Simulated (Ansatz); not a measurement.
Relaxing Sr

Level of theory: Ansatz 0.2.0, DFT r2SCAN, scalar-relativistic, plane waves, PAW. Cutoff 500 eV, Γ-centred k mesh, Gaussian smearing, no spin polarisation in the final step.

Sr was placed on the omega structure type (P6/mmm, No. 191), at a guessed volume.

```yaml
crystal:
  lattice:
    - [7.21194, 0.00000, 0.00000]
    - [-3.60597, 6.24572, 0.00000]
    - [0.00000, 0.00000, 4.42123]
  atoms:
    - { symbol: Sr, position: [0.00000, 0.00000, 0.00000] }
    - { symbol: Sr, position: [0.33333, 0.66667, 0.50000] }
    - { symbol: Sr, position: [0.66667, 0.33333, 0.50000] }
```

Cell and atoms relax at zero pressure; the relaxation can't lower the symmetry of the start.

Energies count from the standard state of Sr at the same level.

(1) Describe the relaxed structure.

(2) What are its volume, energy, density and gap?

Results:

(1) It keeps P6/mmm (No. 191). The result has the omega structure. Conventional cell: a = 6.948 Å, c = 4.118 Å. Sr on Wyckoff site a (1 atom of the primitive cell) has 2 Sr at 4.12 Å and 12 Sr at 4.51 Å; around Sr on Wyckoff site d (2 atoms of the primitive cell) lie 5 Sr at 4.01–4.12 Å and 6 Sr at 4.51 Å.

```xyz
3
Lattice="6.9476 0.0000 0.0000 -3.4738 6.0168 0.0000 0.0000 0.0000 4.1180" Properties=species:S:1:pos:R:3 pbc="T T T"
Sr    0.0000    0.0000    0.0000
Sr    0.0000    4.0112    2.0590
Sr    3.4738    2.0056    2.0590
```

(2) The volume per atom is 57.38 Å³, the density is 2.54 g/cm³ and the energy over the standard structure is 0.06 eV/atom. The gap on the 9×9×12 mesh is 0 eV (a metal).

The final run used a 9×9×12 mesh on its 3-atom cell and 0.10 eV smearing. The k mesh leaves about 4 meV/atom of noise in metals. A structure relaxed within its symmetry needn't be a true minimum.